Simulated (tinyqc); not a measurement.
Inside a calculation. Method: coupled-perturbed Hartree-Fock on RHF in the sto-3g basis, for HF, spin multiplicity 1. Computed by tinyqc, a small Python program that keeps every step (integrals from PySCF). Settings: charge = 0, multiplicity = 1, basis = sto-3g, method = RHF, energy threshold = 1e-10, iteration cap = 63, orthogonalisation = canonical, start = atomic densities, DIIS depth = 6. Command: `OMP_NUM_THREADS=1 python tinyqc.py 23330 23331 out.jsonl` (the two numbers bound the seeds that draw the settings). One thread of a shared host (Intel(R) Xeon(R) Processor @ 2.60GHz), about 0.2 s of CPU time with the checks. The early iterations of the SCF are left out here.

## One-electron integrals

Geometry (angstrom):
```
atom         x         y         z
F     0.000000  0.000000  0.000000
H     0.000000  0.000000  0.969000
```

Basis sto-3g: exponents (1/bohr^2) and contraction coefficients of normalised primitives:
```
element  l (shell)    exponent  coefficient
F            s (1)  166.679130     0.154329
F            s (1)   30.360812     0.535328
F            s (1)    8.216821     0.444635
F            s (2)    6.464803    -0.099967
F            s (2)    1.502281     0.399513
F            s (2)    0.488588     0.700115
F            p (3)    6.464803     0.155916
F            p (3)    1.502281     0.607684
F            p (3)    0.488588     0.391957
H            s (1)    3.425251     0.154329
H            s (1)    0.623914     0.535328
H            s (1)    0.168855     0.444635
```

Overlap, kinetic and nuclear-attraction integrals over the contracted functions; the nuclear repulsion is the sum of Za Zb / Rab.

nuclear repulsion = 4.91495862 hartree

overlap S, lower triangle:
```
           1F 1s     1F 2s    1F 2px    1F 2py    1F 2pz     2H 1s
1F 1s   1.000000
1F 2s   0.237990  1.000000
1F 2px  0.000000  0.000000  1.000000
1F 2py  0.000000  0.000000  0.000000  1.000000
1F 2pz  0.000000  0.000000  0.000000  0.000000  1.000000
2H 1s   0.043706  0.414737  0.000000  0.000000  0.330906  1.000000
```

kinetic energy T (hartree), lower triangle:
```
            1F 1s     1F 2s    1F 2px    1F 2py    1F 2pz     2H 1s
1F 1s   36.984577
1F 2s   -0.212858  1.037995
1F 2px   0.000000  0.000000  3.248015
1F 2py   0.000000  0.000000  0.000000  3.248015
1F 2pz   0.000000  0.000000  0.000000  0.000000  3.248015
2H 1s   -0.003173  0.102459  0.000000  0.000000  0.235043  0.760032
```

nuclear attraction V (hartree), lower triangle:
```
             1F 1s       1F 2s      1F 2px      1F 2py      1F 2pz      2H 1s
1F 1s   -77.555686
1F 2s    -9.306777  -12.084436
1F 2px    0.000000    0.000000  -11.957490
1F 2py    0.000000    0.000000    0.000000  -11.957490
1F 2pz   -0.013484   -0.163293    0.000000    0.000000  -12.059817
2H 1s    -1.759029   -3.832241    0.000000    0.000000   -2.702717  -5.970969
```

core Hamiltonian H = T + V (hartree), lower triangle:
```
             1F 1s       1F 2s     1F 2px     1F 2py     1F 2pz      2H 1s
1F 1s   -40.571109
1F 2s    -9.519634  -11.046441
1F 2px    0.000000    0.000000  -8.709475
1F 2py    0.000000    0.000000   0.000000  -8.709475
1F 2pz   -0.013484   -0.163293   0.000000   0.000000  -8.811803
2H 1s    -1.762202   -3.729782   0.000000   0.000000  -2.467674  -5.210937
```

## Two-electron integrals

Functions are numbered as in S; the eight-fold symmetry (ij|kl) = (ji|kl) = (kl|ij) leaves the list below.

Two-electron integrals (ij|kl) in chemists' order, unique and non-zero (hartree):
```
(11|11) 5.403501   (21|11) 0.841920   (21|21) 0.156299   (22|11) 1.268028
(22|21) 0.292344   (22|22) 0.926167   (31|31) 0.027998   (32|31) 0.043169
(32|32) 0.204588   (33|11) 1.264502   (33|21) 0.292403   (33|22) 0.925959
(33|33) 0.997514   (41|41) 0.027998   (42|41) 0.043169   (42|42) 0.204588
(43|43) 0.053770   (44|11) 1.264502   (44|21) 0.292403   (44|22) 0.925959
(44|33) 0.889973   (44|44) 0.997514   (51|51) 0.027998   (52|51) 0.043169
(52|52) 0.204588   (53|53) 0.053770   (54|54) 0.053770   (55|11) 1.264502
(55|21) 0.292403   (55|22) 0.925959   (55|33) 0.889973   (55|44) 0.889973
(55|55) 0.997514   (61|11) 0.157053   (61|21) 0.028899   (61|22) 0.053675
(61|33) 0.053594   (61|44) 0.053594   (61|51) 0.001185   (61|52) 0.002216
(61|55) 0.053844   (61|61) 0.005399   (62|11) 0.385294   (62|21) 0.089969
(62|22) 0.316567   (62|33) 0.312022   (62|44) 0.312022   (62|51) 0.006116
(62|52) 0.047109   (62|55) 0.325352   (62|61) 0.016862   (62|62) 0.131560
(63|31) 0.009567   (63|32) 0.056124   (63|53) 0.009994   (63|63) 0.019809
(64|41) 0.009567   (64|42) 0.056124   (64|54) 0.009994   (64|64) 0.019809
(65|11) 0.256794   (65|21) 0.060751   (65|22) 0.228873   (65|33) 0.218985
(65|44) 0.218985   (65|51) 0.013188   (65|52) 0.088574   (65|55) 0.248389
(65|61) 0.011881   (65|62) 0.116581   (65|65) 0.122350   (66|11) 0.526597
(66|21) 0.124990   (66|22) 0.506263   (66|33) 0.488630   (66|44) 0.488630
(66|51) 0.011034   (66|52) 0.118595   (66|55) 0.540934   (66|61) 0.023594
(66|62) 0.265470   (66|65) 0.273245   (66|66) 0.774606
```

## Orthogonalisation

S = U s U^T; canonical form X = U s^(-1/2), so that X^T S X = 1. Each column of U has its largest component positive (the first on a tie).

eigenvalues of S: 0.448632  0.845653  1.000000  1.000000  1.125631  1.580085

X:
```
                1          2          3         4          5         6
1F 1s    0.301546   0.759018   0.000000  0.000000  -0.586764  0.231216
1F 2s   -0.882231  -0.442514   0.000000  0.000000  -0.351996  0.467782
1F 2px   0.000000   0.000000  -0.025954  0.999663   0.000000  0.000000
1F 2py   0.000000   0.000000   0.999663  0.025954   0.000000  0.000000
1F 2pz  -0.600056   0.580709   0.000000  0.000000   0.606021  0.297543
2H 1s    0.999835  -0.270865   0.000000  0.000000   0.230079  0.521598
```

Within a degenerate level the vectors are fixed only up to a rotation; this is one choice.

## Starting guess

The start is atomic minimal-basis densities projected into this basis (PySCF's MINAO start) and scaled to the electron count of each spin; this density is not idempotent, so its energy is not variational and may lie below the converged one.

D at the start, lower triangle:
```
            1F 1s      1F 2s    1F 2px    1F 2py    1F 2pz     2H 1s
1F 1s    2.156767
1F 2s   -0.505045   2.132459
1F 2px   0.000000   0.000000  1.636954
1F 2py   0.000000   0.000000  0.000000  1.636954
1F 2pz   0.015766  -0.088919  0.000000  0.000000  1.513135
2H 1s   -0.016278   0.043496  0.000000  0.000000  0.165334  1.020047
```

## Iteration 7 (converged): orbitals

converged F (hartree), lower triangle:
```
             1F 1s      1F 2s     1F 2px     1F 2py     1F 2pz      2H 1s
1F 1s   -25.895041
1F 2s    -6.623103  -3.039418
1F 2px    0.000000   0.000000  -0.462845
1F 2py    0.000000   0.000000   0.000000  -0.462845
1F 2pz   -0.022596  -0.082649   0.000000   0.000000  -0.331329
2H 1s    -1.236178  -1.051822   0.000000   0.000000  -0.555739  -0.531297
```

Diagonalise F' = X^T F X, C = X C', fill 5 alpha and 5 beta electrons from the bottom; D = 2 C_occ C_occ^T. Each column has its largest component positive (the first on a tie).

F' = X^T F X (hartree), lower triangle:
```
           1           2          3          4           5          6
1  -0.149105
2  -2.544679  -10.761623
3   0.000000    0.000000  -0.462845
4   0.000000    0.000000   0.000000  -0.462845
5   1.888422   10.673412   0.000000   0.000000  -11.777210
6  -0.785781   -5.750628   0.000000   0.000000    6.411819  -4.666085
```

orbital energies (hartree): MO1 -25.904750, MO2 -1.456253, MO3 -0.569525, MO4 -0.462845, MO5 -0.462845, MO6 0.576505

coefficients C:
```
              MO1        MO2        MO3       MO4        MO5        MO6
1F 1s    0.994761  -0.251178   0.076793  0.000000   0.000000   0.079079
1F 2s    0.022138   0.950165  -0.402611  0.000000   0.000000  -0.501469
1F 2px   0.000000   0.000000   0.000000  0.047160   0.998887   0.000000
1F 2py   0.000000   0.000000   0.000000  0.998887  -0.047160   0.000000
1F 2pz   0.002579   0.074455   0.696790  0.000000   0.000000  -0.813645
2H 1s   -0.005194   0.147602   0.537772  0.000000   0.000000   1.042606
```

D after iteration 7, lower triangle:
```
            1F 1s      1F 2s    1F 2px    1F 2py    1F 2pz     2H 1s
1F 1s    2.117076
1F 2s   -0.495113   2.130799
1F 2px   0.000000   0.000000  2.000000
1F 2py   0.000000   0.000000  0.000000  2.000000
1F 2pz   0.074745  -0.419467  0.000000  0.000000  0.982132
2H 1s   -0.001889  -0.152763  0.000000  0.000000  0.771381  0.622025
```

Within a degenerate level the vectors are fixed only up to a rotation; this is one choice.

## Convergence

Stop when the energy changes by less than 1e-10 hartree and every element of the error matrix X^T (F D S - S D F) X is below 3e-06.

Course of the cycle:
```
iteration   E (hartree)     change  largest element of the error matrix
1          -99.38976575          -                             9.67e-01
2          -98.53757635   8.52e-01                             1.92e-01
3          -98.57191637  -3.43e-02                             2.76e-02
4          -98.57260815  -6.92e-04                             4.15e-03
5          -98.57261619  -8.04e-06                             7.71e-05
6          -98.57261619  -2.88e-09                             1.14e-06
7          -98.57261619  -1.49e-12                             9.26e-09
```

PySCF RHF in the same basis = -98.57261619 hartree

Converged in 7 iterations.

## Populations, bond orders and dipole

Mulliken: Z minus the diagonal of D S on the atom; Loewdin: the same with S^(1/2) D S^(1/2); Mayer order: 2 sum_s sum (D(s) S)_ij (D(s) S)_ji over the two atoms.

Charges (e):
```
atom   Mulliken    Loewdin
1F    -0.186159  -0.137865
2H     0.186159   0.137865
```

Mayer bond orders:
```
pair     order
2-1   0.965345
```

dipole moment about the origin, x y z (debye): 0.000000  0.000000  1.239491

## Integrals over molecular orbitals

(pq|rs) = sum C_ip C_jq C_kr C_ls (ij|kl), one index at a time.

one-electron integrals over orbitals h = C^T H C (hartree), lower triangle:
```
            1          2          3          4          5          6
1  -40.552997
2    0.705767  -9.143332
3   -0.206018   0.560622  -7.516077
4    0.000000   0.000000   0.000000  -8.709475
5    0.000000   0.000000   0.000000   0.000000  -8.709475
6   -0.215795   1.143184   1.913262   0.000000   0.000000  -6.109827
```

Two-electron integrals over orbitals (pq|rs), unique and non-zero (hartree):
```
(11|11) 5.362711    (21|11) -0.506816   (21|21) 0.075734    (22|11) 1.203646
(22|21) -0.020149   (22|22) 0.857566    (31|11) 0.154448    (31|21) -0.021316
(31|22) 0.012471    (31|31) 0.022393    (32|11) -0.143750   (32|21) 0.008257
(32|22) -0.023807   (32|31) 0.020925    (32|32) 0.155830    (33|11) 0.989764
(33|21) -0.010728   (33|22) 0.748511    (33|31) -0.005053   (33|32) -0.044511
(33|33) 0.755949    (41|41) 0.029595    (42|41) 0.039189    (42|42) 0.181848
(43|41) -0.010982   (43|42) -0.041340   (43|43) 0.046471    (44|11) 1.264009
(44|21) -0.014511   (44|22) 0.880115    (44|31) 0.004494    (44|32) -0.077200
(44|33) 0.746304    (44|44) 0.997514    (51|51) 0.029595    (52|51) 0.039189
(52|52) 0.181848    (53|51) -0.010982   (53|52) -0.041340   (53|53) 0.046471
(54|54) 0.053770    (55|11) 1.264009    (55|21) -0.014511   (55|22) 0.880115
(55|31) 0.004494    (55|32) -0.077200   (55|33) 0.746304    (55|44) 0.889973
(55|55) 0.997514    (61|11) 0.160379    (61|21) -0.025975   (61|22) 0.000611
(61|31) -0.008967   (61|32) -0.024953   (61|33) 0.011641    (61|44) 0.004419
(61|55) 0.004419    (61|61) 0.025100    (62|11) -0.234639   (62|21) 0.005243
(62|22) -0.124858   (62|31) -0.020205   (62|32) -0.049647   (62|33) -0.035460
(62|44) -0.122935   (62|55) -0.122935   (62|61) 0.016129    (62|62) 0.096120
(63|11) -0.364013   (63|21) 0.006342    (63|22) -0.173612   (63|31) 0.002159
(63|32) 0.094239    (63|33) -0.120505   (63|44) -0.201817   (63|55) -0.201817
(63|61) -0.006310   (63|62) 0.055059    (63|63) 0.182728    (64|41) -0.010318
(64|42) -0.040939   (64|43) -0.015573   (64|64) 0.031263    (65|51) -0.010318
(65|52) -0.040939   (65|53) -0.015573   (65|65) 0.031263    (66|11) 0.882471
(66|21) -0.009021   (66|22) 0.677478    (66|31) 0.015288    (66|32) 0.068305
(66|33) 0.668593    (66|44) 0.648931    (66|55) 0.648931    (66|61) -0.009512
(66|62) -0.065842   (66|63) -0.015653   (66|66) 0.710774
```

## Response to a field: uncoupled start

dipole integrals <a|z|i> (bohr):
```
           i1        i2        i3        i4        i5
a6  -0.044052  0.073338  0.959470  0.000000  0.000000
```

Field along z; U_ai = -mu_ai / (e_a - e_i), alpha = -4 sum U_ai mu_ai.

uncoupled U:
```
          i1         i2         i3        i4        i5
a6  0.001664  -0.036078  -0.837211  0.000000  0.000000
```

uncoupled polarisability = 3.223992 bohr^3

## Coupled step 1

U_ai = -(mu_ai + sum_bj [4 (ai|bj) - (ab|ij) - (aj|bi)] U_bj) / (e_a - e_i); alpha = -4 sum U_ai mu_ai.

U after step 1:
```
          i1         i2         i3        i4        i5
a6  0.000711  -0.003133  -0.922073  0.000000  0.000000
```

polarisability = 3.539849 bohr^3

## Coupled step 2

As before.

U after step 2:
```
          i1        i2         i3        i4        i5
a6  0.000501  0.007245  -0.933802  0.000000  0.000000
```

polarisability = 3.581783 bohr^3

## Coupled polarisability

Repeat until U stops changing; compare with -d2E/dF2.

Course of the coupled iterations:
```
step  alpha (bohr^3)
0           3.223992
1           3.539849
2           3.581783
3           3.589147
4           3.590658
5           3.590988
6           3.591062
7           3.591078
8           3.591082
9           3.591083
10          3.591083
11          3.591083
12          3.591083
```

coupled polarisability = 3.591083 bohr^3

finite-field check, fields of +/-0.001 au = 3.591082 bohr^3
